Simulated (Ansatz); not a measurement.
# Si2HCl (SMILES [SiH]#[Si]Cl): single points off equilibrium

The atoms stand at a frame of a short trajectory. How far do the functionals agree with CCSD(T) there?

Computed with Ansatz 0.2.0, Gaussian basis. Level: single points in def2-TZVPP.

Cores are frozen in the correlated methods.

### 1 Where the work starts

SMILES `[SiH]#[Si]Cl`, 4 atoms, charge 0, spin multiplicity 1.

Atoms are counted from 1 here; the program's logs count them from 0.

Bond lengths: Si1–Si2 2.194 Å, Si1–H4 1.495 Å, Si2–Cl3 2.154 Å. Angles: Si2–Si1–H4 177.5°, Si1–Si2–Cl3 92.5°.

Coordinates:

```xyz
4
charge 0, multiplicity 1
Si   -0.6171    0.0856   -0.7026
Si    0.6004   -1.3873    0.3752
Cl    1.4243    0.1125    1.6835
H    -1.4999    1.0509   -1.4259
```

### 2 PBE-D4/def2-TZVPP

The input, run/in.yaml:

```yaml
crystal:
  periodic: [false, false, false]
  atoms:
    - {symbol: Si, position_ang: [-0.617145, 0.085599, -0.702612]}
    - {symbol: Si, position_ang: [0.600391, -1.387256, 0.375242]}
    - {symbol: Cl, position_ang: [1.424323, 0.112524, 1.683452]}
    - {symbol: H, position_ang: [-1.499854, 1.050935, -1.425861]}
basis:
  gaussian: {orbitals: def2-TZVPP}
hamiltonian: {xc: pbe, dispersion: d4}
output: {forces: true}
```

The run is started by

```console
> ansatz run in.yaml --threads 2 --pin off --events-out ev --progress --plain --max-ram 3481MiB
```

### 3 r2SCAN-D4/def2-TZVPP

run/in.yaml: that of step 2 with these lines changed.

```diff
@@ -9,3 +9,3 @@
   gaussian: {orbitals: def2-TZVPP}
-hamiltonian: {xc: pbe, dispersion: d4}
+hamiltonian: {xc: r2scan, dispersion: d4}
 output: {forces: true}
```

### 4 PBE0-D4/def2-TZVPP

run/in.yaml: that of step 3 with these lines changed.

```diff
@@ -9,3 +9,3 @@
   gaussian: {orbitals: def2-TZVPP}
-hamiltonian: {xc: r2scan, dispersion: d4}
-output: {forces: true}
+hamiltonian: {xc: pbe0, dispersion: d4}
+output: {forces: true, orbitals: {seedname: orbitals}}
```

### 5 wB97M-V/def2-TZVPP

run/in.yaml: that of step 4 with these lines changed.

```diff
@@ -9,3 +9,3 @@
   gaussian: {orbitals: def2-TZVPP}
-hamiltonian: {xc: pbe0, dispersion: d4}
-output: {forces: true, orbitals: {seedname: orbitals}}
+hamiltonian: {xc: {name: wB97M-V}}
+output: {forces: true}
```

### 6 CCSD(T)/def2-TZVPP

run/in.yaml: that of step 5 with these lines changed.

```diff
@@ -9,3 +9,3 @@
   gaussian: {orbitals: def2-TZVPP}
-hamiltonian: {xc: {name: wB97M-V}}
+correlation: {method: ccsd_t}
 output: {forces: true}
```

(Steps that only read results are left out.)

What does the calculation give? Wanted: energy less free atoms, CCSD(T)/def2-TZVPP; RMS force component; RMS force error; HOMO and LUMO, PBE0-D4; T1 diagnostic.

The runs gave:

| quantity | value |
| --- | --- |
| energy less free atoms, CCSD(T)/def2-TZVPP | -202.7 kcal/mol |
| RMS force component | 0.141 to 0.219 eV/Å over the methods |
| RMS force error | PBE-D4 0.172, r2SCAN-D4 0.137, PBE0-D4 0.142, wB97M-V 0.101 eV/Å |
| HOMO and LUMO, PBE0-D4 | -5.95 and -3.66 eV |
| T1 diagnostic | 0.025 |

In words: Against CCSD(T) the functionals' energies less atoms differ by -20.2 to -10.8 kcal/mol, PBE-D4 by -20.2 kcal/mol. The reference is not at the basis limit: in triple zeta CCSD(T) underbinds, which counts against methods that bind more; the gaps are no ranking. The forces of wB97M-V come nearest to CCSD(T), those of PBE-D4 are farthest. Frozen-core CCSD(T) forces in triple zeta carry basis errors of their own, and this is one geometry, so small gaps rank nothing. The restricted Hartree–Fock reference is unstable towards an unrestricted one at one or more of these structures.
